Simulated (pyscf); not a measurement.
•H₂C–SiH₂–CH₃ -> cyclic C₂H₆Si (SMILES C1C[SiH2]1) + H atom (H•) (ring closure with loss of a group; doublet surface; C–H broken, C–C formed). Single points on ωB97X-D3(BJ)/def2-SVP structures (PySCF, gas phase). MP2 and CC: frozen core, UHF for open shells. ΔMP2 is the change of the MP2 total energy from the triple- to the quadruple-zeta basis. Energies in kcal/mol from the reactant's lowest minimum found.

```csv
level,barrier,reaction energy
ωB97X-D3(BJ)/def2-TZVP,75.7,+59.4
PBE/def2-TZVP,65.4,+54.2
B3LYP-D3(BJ)/def2-TZVP,72.7,+62.1
ωB97M-D3(BJ)/def2-TZVP,74.5,+58.8
MP2/def2-QZVPP,73.7,+53.9
CCSD(T)/def2-TZVPP,74.3,+59.3
CCSD(T)/def2-TZVPP + ΔMP2(QZVPP),73.7,+59.4
```

This saddle turned up in a search for another step; its sides and bond changes are read from the two ends of the descent. The same reactants have a lower exit, to H₃C–SiH•–CH₃ (barrier +38.4 kcal/mol at ωB97M-D3(BJ)/def2-TZVP, against +74.5 kcal/mol here). •H₂C–SiH₂–CH₃ lies 9.5 kcal/mol over its isomer H₃C–SiH•–CH₃ (electronic energy, ωB97M-D3(BJ)/def2-TZVP). cyclic C₂H₆Si (SMILES C1C[SiH2]1) lies 7.4 kcal/mol over its isomer H₂C=CH–SiH₃ (electronic energy, ωB97M-D3(BJ)/def2-TZVP). One saddle was located; it need not be the lowest between these sides. The CCSD(T) − MP2 part came from Ansatz, without density fitting, on the same reference.
